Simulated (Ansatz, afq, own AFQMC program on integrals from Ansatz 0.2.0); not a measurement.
## AFQMC, coupled cluster and functionals along a coordinate of Si2H3, doublet

```xyz
5

Si    0.0000    0.0235    1.0897
Si    0.0000   -0.0769   -1.1897
H     0.0000    1.2166    1.9857
H     0.0000   -1.1800    1.9697
H     0.0000    1.4507   -1.1705
```

The Si1–Si2 distance is changed with both sides rigid. Energies in eV count from this geometry (2.282 Å) at the same level; the start stands on UHF, each point on the determinant named.

Basis cc-pVDZ. Noble-gas cores (and the filled d shells of Ga–Kr and In–Xe) are frozen. AFQMC by an in-house program on the Cholesky factors that Ansatz 0.2.0 writes for its CCSD(T) run. ph-AFQMC/CISD is guided by a CISD state made of CCSD amplitudes; releasing the constraint for a short imaginary time cuts its bias at the price of noise, slowly where states lie close. ± is one standard error of the sampling.

Cautions, each for one point or more: a spin-contaminated unrestricted determinant lies lower; higher spins were not checked; strong correlation; the determinant is a saddle point among determinants of its kind; the ph-AFQMC/CISD walk drifts between its halves; unrestricted determinant spin contaminated; walk and cluster series may follow different spin states.

```tsv
r(Si1–Si2) / Å	det.	T1	weight	⟨S²⟩	CCSD	r2SCAN	CCSD(T)
2.004	UHF	0.015	0.86	0.76	0.859	0.769	0.869
2.454	UHF	0.023	0.85	0.77	0.079	0.100	0.070
4.285	ROHF	0.017	0.85	pure	2.166	2.810§	2.238
6.204	UHF¶	0.092	0.70	1.31	2.275	2.963§	2.353
```

Task: Estimate the curve of phaseless AFQMC with a CISD trial, counted from the same start.

Result: 
| r(Si1–Si2) / Å | det. | T1 | weight | ⟨S²⟩ | ph-AFQMC/CISD |
| --- | --- | --- | --- | --- | --- |
| 2.004 | UHF | 0.015 | 0.86 | 0.76 | 0.892 ± 0.015 |
| 2.454 | UHF | 0.023 | 0.85 | 0.77 | 0.091 ± 0.015 |
| 4.285 | ROHF | 0.017 | 0.85 | pure | 2.244 ± 0.015 |
| 6.204 | UHF¶ | 0.092 | 0.70 | 1.31 | 2.346 ± 0.021 |

Weight is that of the determinant in the CISD state; at the start T1 is 0.018 and the weight 0.86, and ⟨S²⟩ is 0.77. ¶ marks points with a poor determinant and no full CI, where no value is sure; they don't count among the departures. Symmetry can't show for every point that it stays on the start's state. § marks a functional whose ⟨S²⟩ is too high by over 0.1. Largest departures from phaseless AFQMC with a CISD trial: CCSD(T) -0.022 eV at 2.004 (on UHF) (within the noise), CCSD -0.078 eV at 4.285 (on ROHF), r2SCAN -0.123 eV at 2.004. The walk's constraint bias lies outside its error bars, so these are departures and not errors. Functionals count only at points shown to share the start's state and spin. In this small basis the wave-function levels are far from their limit, so their gap to the functionals isn't the functionals' error.

A walk keeps the symmetry of its determinant, which the program's search chose and which needn't be the lowest solution, so a lower state of the same spin and another symmetry isn't excluded.
